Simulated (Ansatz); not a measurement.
**C₂H₅OS−: geometry and vibrations**

Aim: relax C₂H₅OS− from a cheap starting geometry, then compute its harmonic vibrations to see whether it is a minimum and to get the zero-point energy and entropy.

Program: Ansatz 0.2.0, Gaussian basis. Level of theory: RKS PBE0-D4/def2-TZVPD. These are calculated values, not measurements.

Plan: relaxation at PBE0-D4/def2-TZVPD; harmonic vibrations at the same level.

1 further run of the same task is left out (set aside as unsound or not needed).

### Step 1. Where the work starts

SMILES `[CH2-]S(C)=O`, 9 atoms, charge -1, spin multiplicity 1.

Atoms are counted from 1 here; the program's logs count them from 0.

Bond lengths: C1–S2 1.728 Å, C1–H5 1.094 Å, C1–H6 1.097 Å, S2–C3 1.910 Å, S2–O4 1.513 Å, C3–H7 1.086 Å, C3–H8 1.088 Å, C3–H9 1.085 Å. Angles: S2–C1–H5 111.2°, S2–C1–H6 107.0°, H5–C1–H6 109.7°, C1–S2–C3 97.3°, C1–S2–O4 113.0°, C3–S2–O4 100.0°, S2–C3–H7 107.6°, S2–C3–H8 109.4°, S2–C3–H9 108.0°, H7–C3–H8 110.8°, H7–C3–H9 110.4°, H8–C3–H9 110.5°.

The start is a GFN2-xTB geometry.

### Step 2. Relaxation at PBE0-D4/def2-TZVPD

Contents of in.yaml:

```yaml
crystal:
  periodic: [false, false, false]
  atoms:
    - {symbol: C, position_ang: [-0.732770, 1.266920, 0.360310]}
    - {symbol: S, position_ang: [-0.480590, 0.032190, -0.822370]}
    - {symbol: C, position_ang: [1.090460, -0.729270, -0.047630]}
    - {symbol: O, position_ang: [-1.436140, -1.131040, -0.674200]}
    - {symbol: H, position_ang: [-1.505300, 0.974520, 1.078130]}
    - {symbol: H, position_ang: [-1.051340, 2.167450, -0.180040]}
    - {symbol: H, position_ang: [1.876920, 0.017640, -0.098470]}
    - {symbol: H, position_ang: [1.369110, -1.622950, -0.601390]}
    - {symbol: H, position_ang: [0.869650, -0.975460, 0.985660]}
basis:
  gaussian: {orbitals: def2-TZVPD}
total_charge: -1
hamiltonian: {xc: pbe0, dispersion: d4}
relax: {f_tol: 0.005, max_steps: 150}
```

Run with:

```bash
> ansatz run in.yaml --threads 2 --pin off --events-out ev --progress --plain --max-ram 22528MiB --backend cuda --devices 0, --max-vram 18GiB
```

After this run come: Harmonic vibrations.

Q: Predict the results of all the runs planned. Wanted: point group; shift from the start; total energy; dispersion term; lowest, highest wavenumber; zero-point energy.

The runs gave:

```
                  quantity            value
               point group               C1
                     steps               11
shift from the start (rms)          0.247 Å
              total energy   -15030.6203 eV
           dispersion term         -171 meV
lowest, highest wavenumber   208, 3149 cm⁻¹
         zero-point energy     171.5 kJ/mol
       entropy at 298.15 K  300.5 J/(mol K)
```

The atoms moved 0.25 Å (rms) from the start; the bond that changed most is S2–C3, from 1.910 to 1.813 Å. All wavenumbers are real, so the end point is a minimum. The stiffest mode, 3149 cm⁻¹, is a C–H stretch. Harmonic hybrid wavenumbers usually lie a few per cent above measured fundamentals. The largest Mulliken charge, -0.70 e, sits on C1.
